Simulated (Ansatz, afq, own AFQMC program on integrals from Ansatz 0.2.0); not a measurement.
## F, doublet in aug-cc-pVDZ, levels against full CI

A free F atom.

Basis aug-cc-pVDZ. Noble-gas cores (and the filled d shells of Ga–Kr and In–Xe) are frozen. Ansatz 0.2.0 and our own AFQMC program on the same integrals; the CISD trial comes from CCSD amplitudes, and released means the phaseless constraint is let go. Free projection: walkers drawn from exp(T), propagated without any constraint. Its projection time is finite, and what remains of the start isn't in its error. Error bars are statistical, one sigma.

Determinant: UHF, the one that the program's search chose, which needn't be the lowest solution.

Full CI on the same integrals is exact in this basis and with this determinant's frozen core.

Cautions: the ph-AFQMC/HF walk drifts between its halves (2.5 errors).

```
T1 diagnostic                               : 0.0098
weight of the determinant in the CISD state : 0.964
⟨S²⟩ of the determinant                     : 0.754
size of the correlated space                : 7 electrons in 22 orbitals
```

```
  level  correlation energy (eV)
    MP2                  -4.2070
   CCSD                  -4.5349
CCSD(T)                  -4.5981
```

**Question.** Estimate where AFQMC with the constraint released lies against CCSD(T) on the same integrals.

**Answer.** 0.15 ± 0.03 kcal/mol below CCSD(T).

Reference: full CI, correlation energy -4.606 eV. The released energy is read at 1.50 1/Eh (meV from the phaseless value at times in 1/Eh: -4.2 ± 0.6 at 0.24, -6.8 ± 1.1 at 0.50, -5.9 ± 0.9 at 1.00, -5.1 ± 1.3 at 1.50).

```
         level  E − E(reference) (kcal/mol)  share of correlation (%)
       CCSD(T)                         0.18                     99.83
         CCSDT                         0.04                     99.96
      CCSDT(Q)                         0.00                    100.00
        CCSDTQ                         0.00                    100.00
   ph-AFQMC/HF                  1.32 ± 0.29                     98.76
 ph-AFQMC/CISD                  0.14 ± 0.06                     99.87
released AFQMC                  0.02 ± 0.03                     99.98
    free AFQMC                 -0.02 ± 0.05                    100.02
```

CCSDT and higher add their correlation energy to the determinant of the CCSD(T) run, since their own runs factorise the integrals more tightly (a shift of under 2 meV). Free projections are given only where their last times agree within the noise and don't stop above the reference; a slow remainder of the start can still hide under it. A walk keeps the symmetry of its determinant, which the program's search chose and which needn't be the lowest solution, so a lower state of the same spin and another symmetry isn't excluded. Released energies are given only where the last usable release times agree within the noise; a slower fall can still hide under it.
